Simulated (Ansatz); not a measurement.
**One shape, several levels: CH5B (BH2Me)**

Aim: a comparison of 6 runs (HF/STO-3G, B2PLYP/STO-3G, BHLYP/STO-3G, UB3LYP/STO-3G, RPA@PBE/STO-3G, BCCD(T)/STO-3G) of CH5B (BH2Me). 

The calculation is run with Ansatz 0.2.0.

53 further runs of the same task are left out: 53 set aside as unsound or not needed.

## 1. The structure to begin with

The species is CH5B (7 atoms), meant as a singlet with charge 0. As SMILES, `[H]B([H])C`. The H2–B1 distance was set to 2.340 Å, away from the relaxed value. At this shape a bond of the SMILES string is far longer than usual.

Bond lengths: B1–C4 1.565 Å, B1–H3 1.170 Å, C4–H5 1.093 Å, C4–H6 1.087 Å, C4–H7 1.088 Å. Angles: B1–C4–H5 107.0°, B1–C4–H6 114.5°, B1–C4–H7 113.9°, H3–B1–C4 120.6°, H5–C4–H6 106.4°, H5–C4–H7 105.8°, H6–C4–H7 108.6°.

## 2. The energy at HF/STO-3G (run 1)

input.yaml

```yaml
crystal:
  periodic: [false, false, false]
  atoms:
    - symbol: B
      position_ang: [-0.725252, 0.779880, 0.003530]
    - symbol: H
      position_ang: [1.614940, 0.782320, 0.008990]
    - symbol: H
      position_ang: [-1.299772, 1.796880, -0.064120]
    - symbol: C
      position_ang: [-1.507252, -0.575190, 0.036990]
    - symbol: H
      position_ang: [-1.575692, -0.930600, -0.993870]
    - symbol: H
      position_ang: [-2.528382, -0.497480, 0.402770]
    - symbol: H
      position_ang: [-0.999142, -1.363130, 0.589320]
basis:
  gaussian:
    orbitals: STO-3G
magnetization:
  spin_polarized: false
hamiltonian:
  xc: hf
accuracy: high
```

Launch:

```console
$ ansatz run input.yaml --threads 1 --pin off --max-ram 2610MiB --events-out events.jsonl --progress --plain --runs-dir runs
```

The program printed:

```text
Warning: RAYON_NUM_THREADS=1 ignored (pool sized by the plan → 1); use --threads N
Functional definition: HF
  name "HF"
  exchange = exact_x
  correlation = 0
252 factors; integrals over basis functions are off by at most 1.7e-8 eV
mean field evaluation 1: about -1749.3329 eV, gradient 1.9e1 eV
mean field evaluation 2: about -1749.3746 eV, gradient 1.9e1 eV
mean field evaluation 4: about -1752.4927 eV, gradient 2.0e0 eV
mean field evaluation 8: about -1752.5112 eV, gradient 1.3e-5 eV
mean field -1752.51122237 eV, -64.4035995273 hartree, gradient 8.0e-9 eV, S^2 0.000000; 0 other end points of the search recorded, 0 dependent functions left out
reference -1752.51122237 eV, -64.4035995273 hartree; 8, 8 occupied and 7, 7 virtual orbitals, 252 factors
Total energy: -1752.51122237 eV, -64.4035995273 hartree
```

Run time: 0.06 s. Hardware: 1 thread of Arm Neoverse V2, shared host.

## 3. A single-point energy at B2PLYP/STO-3G (run 2)

input.yaml

```yaml
crystal:
  periodic: [false, false, false]
  atoms:
    - {symbol: B, position_ang: [-0.725252, 0.779880, 0.003530]}
    - {symbol: H, position_ang: [1.614940, 0.782320, 0.008990]}
    - {symbol: H, position_ang: [-1.299772, 1.796880, -0.064120]}
    - {symbol: C, position_ang: [-1.507252, -0.575190, 0.036990]}
    - {symbol: H, position_ang: [-1.575692, -0.930600, -0.993870]}
    - {symbol: H, position_ang: [-2.528382, -0.497480, 0.402770]}
    - {symbol: H, position_ang: [-0.999142, -1.363130, 0.589320]}
basis:
  gaussian: {orbitals: STO-3G}
hamiltonian: {xc: {name: B2PLYP}}
correlation: {frozen_orbitals: {B: 1, C: 1, H: 0}}
accuracy: high
```

Launch:

```console
$ ansatz run input.yaml --threads 1 --pin off --max-ram 2610MiB --events-out events.jsonl --progress --plain --runs-dir runs
```

The program printed, shortened:

```text
Warning: RAYON_NUM_THREADS=1 ignored (pool sized by the plan → 1); use --threads N
Functional definition: B2PLYP
  name "B2PLYP"
[...]
252 factors; integrals over basis functions are off by at most 1.7e-8 eV
[...]
mean field -1762.18932155 eV, -64.7592631120 hartree, gradient 3.5e-9 eV, S^2 0.000000; 0 other end points of the search recorded, 0 dependent functions left out; unrestricted orbitals would lower it
2 core orbitals not correlated: weight in the atoms' cores, before any rotation towards them, 1.000 or more for the frozen orbitals, at most 0.000 for the correlated occupied ones
reference -1762.18934043 eV, -64.7592638059 hartree; 6, 6 occupied and 7, 7 virtual orbitals, 252 factors
second order -4.92104858 eV of doubles, -0.00000000 eV of singles
Total energy: -1763.51802354 eV, -64.8080920098 hartree
```

Wall time 1.1 s (1 thread of Arm Neoverse V2, shared host); peak memory 0.095 GiB.

Run 3 isn't shown in full; the table further down has it.

## 4. The energy at UB3LYP/STO-3G (run 4)

job.yaml

```yaml
crystal:
  periodic: [false, false, false]
  atoms:
    - symbol: B
      position_ang: [-0.725252, 0.779880, 0.003530]
    - symbol: H
      position_ang: [1.614940, 0.782320, 0.008990]
    - symbol: H
      position_ang: [-1.299772, 1.796880, -0.064120]
    - symbol: C
      position_ang: [-1.507252, -0.575190, 0.036990]
    - symbol: H
      position_ang: [-1.575692, -0.930600, -0.993870]
    - symbol: H
      position_ang: [-2.528382, -0.497480, 0.402770]
    - symbol: H
      position_ang: [-0.999142, -1.363130, 0.589320]
basis:
  gaussian:
    orbitals: STO-3G
total_charge: 0
magnetization:
  spin_polarized: true
  initial_magnetization: 0
hamiltonian:
  xc: {name: B3LYP}
accuracy: high
```

Launch:

```console
$ ansatz run job.yaml --threads 1 --pin off --max-ram 2610MiB --events-out events.jsonl --progress --plain --runs-dir runs
```

The program printed:

```text
Warning: RAYON_NUM_THREADS=1 ignored (pool sized by the plan → 1); use --threads N
Functional definition: B3LYP
  name "B3LYP"
  parameter a0 = 0.2
  parameter ax = 0.72
  parameter ac = 0.81
  exchange = (1 - a0 - ax)*slater_x + ax*b88_x + a0*exact_x
  correlation = (1 - ac)*vwn_rpa_c + ac*lyp_c
252 factors; integrals over basis functions are off by at most 1.7e-8 eV
mean field evaluation 1: about -1765.0751 eV, gradient 1.4e1 eV
mean field evaluation 2: about -1757.7536 eV, gradient 2.2e1 eV
mean field evaluation 4: about -1767.5302 eV, gradient 2.9e0 eV
mean field evaluation 8: about -1767.5444 eV, gradient 3.0e-1 eV
mean field evaluation 16: about -1767.5453 eV, gradient 3.2e-6 eV
mean field evaluation 32: about -1767.7855 eV, gradient 8.9e-8 eV
mean field -1767.78547914 eV, -64.9649181104 hartree, gradient 8.9e-8 eV, S^2 0.485702; 2 other end points of the search recorded, 0 dependent functions left out
reference -1767.78550858 eV, -64.9649191923 hartree; 8, 8 occupied and 7, 7 virtual orbitals, 252 factors
Total energy: -1767.78550858 eV, -64.9649191923 hartree
```

Wall time 2.6 s (1 thread of Arm Neoverse V2, shared host); peak memory 0.12 GiB.

Run 5 isn't shown in full; the table further down has it.

## 5. The energy at BCCD(T)/STO-3G (run 6)

in.yaml

```yaml
crystal:
  periodic: [false, false, false]
  atoms:
    - {symbol: B, position_ang: [-0.725252, 0.779880, 0.003530]}
    - {symbol: H, position_ang: [1.614940, 0.782320, 0.008990]}
    - {symbol: H, position_ang: [-1.299772, 1.796880, -0.064120]}
    - {symbol: C, position_ang: [-1.507252, -0.575190, 0.036990]}
    - {symbol: H, position_ang: [-1.575692, -0.930600, -0.993870]}
    - {symbol: H, position_ang: [-2.528382, -0.497480, 0.402770]}
    - {symbol: H, position_ang: [-0.999142, -1.363130, 0.589320]}
basis:
  gaussian: {orbitals: STO-3G}
correlation: {method: bccd_t, frozen_orbitals: {B: 1, C: 1, H: 0}}
accuracy: high
scf: {omitted_lower_state_checks: [cluster_reference, increment]}
```

Launch:

```console
$ ansatz run in.yaml --threads 1 --pin off --max-ram 2610MiB --events-out events.jsonl --progress --plain --runs-dir runs
```

The program printed:

```text
Warning: RAYON_NUM_THREADS=1 ignored (pool sized by the plan → 1); use --threads N
[... 11 lines left out ...]
2 core orbitals not correlated: weight in the atoms' cores, before any rotation towards them, 1.000 or more for the frozen orbitals, at most 0.000 for the correlated occupied ones
[... 31 lines left out ...]
WARN: these amplitudes may be one of several solutions (largest doubles amplitude 0.46, level shift 5.20 eV)
Total energy: -1758.15431854 eV, -64.6109794864 hartree
Checks for a lower state left out: cluster_reference, increment
```

Run time: 0.12 s. Hardware: 1 thread of Arm Neoverse V2, shared host.

## 6. The series

```csv
run,level,frozen core orbitals,energy (Eh),wall time
1,HF/STO-3G,–,-64.403600,0.06 s
2,B2PLYP/STO-3G,2,-64.808092,1.1 s
3,BHLYP/STO-3G,–,-64.885685,0.72 s
4,UB3LYP/STO-3G,–,-64.964919,2.6 s
5,RPA@PBE/STO-3G,2,-64.662882,1.2 s
6,BCCD(T)/STO-3G,2,-64.610979,0.12 s
```

## 7. Outcome

```
                                          quantity         value
                               run 6: total energy  -64.61098 Eh
run 6: correlation energy (2 core orbitals frozen)    -207.4 mEh
                             run 6: (T) correction     -2.64 mEh
```

In words: Totals of different functionals can't be ranked against each other. In runs 2, 5, 6 the log says that unrestricted orbitals would lower the reference, so the values rest on an unstable closed-shell determinant (other closed-shell runs at this shape may share the fault). In runs 1, 2, 3, 4, 5, 6 the basis is minimal, so the values are rough. Spin contamination of the reference: run 4 ⟨S²⟩ = 0.49. All runs together took 5.8 s, the longest 2.6 s.
